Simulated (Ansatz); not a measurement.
A run of Ansatz (development build ahead of 0.2.0) on doublet C₃H₄(+) at this shape:

```xyz
7

C    -0.2437    0.9319   -0.8342
C    -0.0162    0.0323    0.0027
C     0.2409   -0.9496    0.8465
H    -1.1835    0.9671   -1.3595
H     0.5404    1.6237   -1.1319
H     0.3973   -0.7474    1.9002
H     0.4376   -1.9315    0.4434
```

Its results:

```yaml
Converged: yes
Total_energy: -115.46001 hartree
Spin_squared_of_the_determinant: 0.801
Stability_test: minimum
```

Forces (eV/Å):
| atom | Fx | Fy | Fz |
| --- | --- | --- | --- |
| C1 | -0.126 | 2.116 | -2.350 |
| C2 | -0.052 | -0.464 | 0.714 |
| C3 | 0.949 | -1.467 | 1.403 |
| H4 | -0.380 | -0.045 | -0.346 |
| H5 | -0.096 | 0.411 | 0.310 |
| H6 | 0.127 | -0.056 | 0.095 |
| H7 | -0.422 | -0.495 | 0.174 |

Which input gives this output? Name the method, the orbitals and the basis set, and write the input.

UHF in def2-SVP.

```yaml
crystal:
  periodic: [false, false, false]
  atoms:
    - { symbol: C, position_ang: [-0.24373, 0.93193, -0.83416] }
    - { symbol: C, position_ang: [-0.01624, 0.03233, 0.0027] }
    - { symbol: C, position_ang: [0.24094, -0.94956, 0.84651] }
    - { symbol: H, position_ang: [-1.18348, 0.96707, -1.3595] }
    - { symbol: H, position_ang: [0.54041, 1.62374, -1.13194] }
    - { symbol: H, position_ang: [0.39726, -0.74737, 1.90019] }
    - { symbol: H, position_ang: [0.43759, -1.93149, 0.44341] }
basis:
  gaussian: { orbitals: def2-SVP }
total_charge: 1
magnetization:
  spin_polarized: true
  initial_magnetization: 1
hamiltonian:
  xc: hf
output:
  forces: true
```
